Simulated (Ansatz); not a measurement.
A made-up structure of CH2NNa, singlet:

| atom | x (Å) | y (Å) | z (Å) |
| --- | --- | --- | --- |
| C1 | -0.5294 | 0.2972 | -0.2516 |
| N2 | 0.4706 | -0.2666 | 0.2253 |
| Na3 | 0.7324 | 2.0861 | 0.7562 |
| H4 | -1.5698 | 0.1648 | 0.1351 |
| H5 | -0.5003 | 1.0002 | -1.1203 |

It is relaxed with PBE-D4/def2-SVP and then PBE0-D4/def2-TZVP (Ansatz 0.2.0). Atoms count as bonded within 1.22 times the sum of their covalent radii (H–H: 0.88 Å). The end point is not checked to be a true minimum.

**Question.** Does its bonding change? (Judge from chemistry; the calculation decides.)

**Answer.** Computed: Yes. Formed: none; broken: C1–Na3.

Where it ends: The first stage lowers the energy by 0.95 eV in 13 steps. It ends as CH₂NNa ([CH2][N][Na]):
C1  (-0.772, 0.381, -0.387)
N2  (0.160, 0.902, 0.249)
Na3  (1.704, 1.765, 1.299)
H4  (-1.376, -0.486, -0.020)
H5  (-1.112, 0.721, -1.396)
(Å)

Labels in which every atom is bracketed show which atoms are joined, not bond orders.

For scale, one of the runs: PBE0-D4/def2-TZVP relaxation, 106 basis functions, launched by `ansatz run in.yaml --threads 2 --pin off --events-out ev --progress --plain --max-ram 4352MiB`. The run took about 22 s on 2 CPU threads of an Arm Neoverse V2 (shared host).
